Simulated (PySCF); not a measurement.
C6H11 (doublet state).
Structure used (GFN2-xTB), in Å, numbered top down from 1:
```xyz
17
C6H11 angstrom
C      2.413   -0.098    0.779
C      1.835    0.743   -0.134
C      0.692    0.515   -0.875
C     -0.162   -0.700   -0.829
C     -1.619   -0.358   -0.481
C     -1.733    0.217    0.924
H      3.308    0.189    1.299
H      2.005   -1.064    1.014
H      2.327    1.696   -0.298
H      0.362    1.288   -1.555
H     -0.151   -1.180   -1.815
H      0.222   -1.415   -0.103
H     -2.224   -1.265   -0.557
H     -2.006    0.363   -1.205
H     -1.150    1.132    1.004
H     -2.770    0.441    1.166
H     -1.355   -0.492    1.657
```

The hyperfine couplings belong to this conformer and change with its torsions.

Identity: `[CH2]/C=C\CCC` [radical].

Computed with UKS B3LYP, pcH-1 on C H, non-relativistic, mean-field spin-orbit, GIAO (PySCF). Isolated species at its GFN2-xTB geometry (one conformer only). A GFN2-xTB geometry isn't a minimum of the functional, and hyperfine couplings can be far from their values at a DFT geometry. Stability of the SCF solution: not tested. ⟨S²⟩ is 0.775 where a pure state has 0.75.

Match the computed a_iso(13C) values +57.4, +53.5, -47.8, +31.7, -20.0 MHz with the sites C1; C2; C3; C4; C5.

```csv
site,a_iso (MHz),ρ(0) (bohr⁻³),position,distance from C3 (Å),spin population,largest |T| (MHz)
C1,+53.5,+0.0476,a main spin site,2.46,+0.67,99.4
C2,-47.8,-0.0425,1 bond from C1,1.38,-0.27,28.0
C3,+57.4,+0.0511,largest spin population,0.00,+0.67,103.5
C4,-20.0,-0.0178,1 bond from C3,1.49,-0.05,1.2
C5,+31.7,+0.0282,2 bonds from C3,2.50,+0.02,4.9
```

ρ(0) is the spin density at the nucleus and T the dipolar tensor; entries for several nuclei are means. The largest Mulliken spin populations are on C3 (+0.67), C1 (+0.67) and C2 (-0.27). The positive populations add up to 1.41 and the negative ones to -0.41, together 2S = 1. The angles at C3 add up to 360.0°, so it is planar; its axial dipolar tensor and the negative coupling of its proton fit spin in a p orbital normal to that plane. Main spin sites, with 60 % or more of the largest population: C1, C3; positions count bonds from the nearest.

Class means assume fast exchange of nuclei equivalent by connectivity; if that motion is slow, each nucleus keeps its own coupling. H7 and H8 aren't averaged: C1 is flat or nearly so (angle sum 360°), and its turn about the short C1–C2 bond (1.37 Å) is taken as slow. The 1H value of +33.7 MHz is a mean of couplings from 2.2 to 65.3 MHz in this one geometry, not an average over conformers.
